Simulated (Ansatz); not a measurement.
Relative stability

The two ends of one reaction step of CH$_{9}$NSi, singlet (PBE0-D4/def2-TZVP).

A:

```
12
angstrom
Si -1.6619 0.8982 -0.4632
H -0.4996 1.8167 -0.3807
H -1.3709 -0.2992 -1.2893
H -2.2034 0.5482 0.8723
H -2.7425 1.6492 -1.1759
H 0.7360 -0.0355 1.6746
N 0.4616 -0.5322 0.8365
C 1.5713 -0.6385 -0.0956
H 0.1390 -1.4473 1.1241
H 1.8788 0.3632 -0.4041
H 1.2371 -1.1625 -0.9936
H 2.4544 -1.1607 0.2949
```

B:

```xyz
12
angstrom
Si -1.5247 -0.1791 -0.5286
H 0.9687 2.3061 1.8689
H -1.9003 -1.1795 -1.5748
H -2.6079 -0.1439 0.4875
H -1.3960 1.1340 -1.2156
H 0.6284 1.7127 1.5644
N -0.0553 -0.5051 0.2995
C 1.2315 -0.5209 -0.3634
H -0.1003 -1.1102 1.1041
H 1.2578 0.2618 -1.1263
H 1.4612 -1.4728 -0.8598
H 2.0368 -0.3033 0.3440
```

Program: Ansatz 0.2.0. Basis: def2-TZVPP. Cores are frozen in the correlated methods. B3LYP uses VWN-RPA correlation.

(1) Which structure is lower at CCSD(T), and by how much? (An estimate is asked for; the value comes from the calculation.)

No T1 diagnostic of these runs exceeds 0.010.

Answers

(1) By the calculation: B, by 0.113 eV (electronic energy, against the other). By their contacts, A is a complex of CH₅N ([CH3][NH2]) + SiH₄ and B is a complex of CH₇NSi ([CH3][NH][SiH3]) + H₂.

All methods give the same order:

| method | E(B) − E(A) (eV) |
| --- | --- |
| SPW92 | -0.045 |
| PBE-D4 | -0.087 |
| BLYP-D4 | -0.147 |
| r2SCAN-D4 | -0.134 |
| B97M-V | -0.084 |
| PBE0-D4 | -0.081 |
| B3LYP-D4 | -0.132 |
| r2SCAN0-D4 | -0.119 |
| BHLYP-D4 | -0.118 |
| CAM-B3LYP-D4 | -0.124 |
| wB97X-V | -0.106 |
| wB97M-V | -0.110 |
| B2PLYP | -0.140 |
| PBE-QIDH | -0.116 |
| RPA on PBE | -0.103 |
| HF | -0.094 |
| MP2 | -0.190 |
| CCSD | -0.098 |
| CCSD(T) | -0.113 |

Labels in which every atom is bracketed show which atoms are joined, not bond orders.

For scale, one of the runs: CCSD(T)/def2-TZVPP, 230 basis functions, launched by `ansatz run in.yaml --threads 4 --pin off --events-out ev --progress --plain --max-ram 9574MiB`. Time: 58 s of wall clock on 4 CPU threads of an Arm Neoverse V1; the host was shared. Peak host memory: 3.9 GiB.
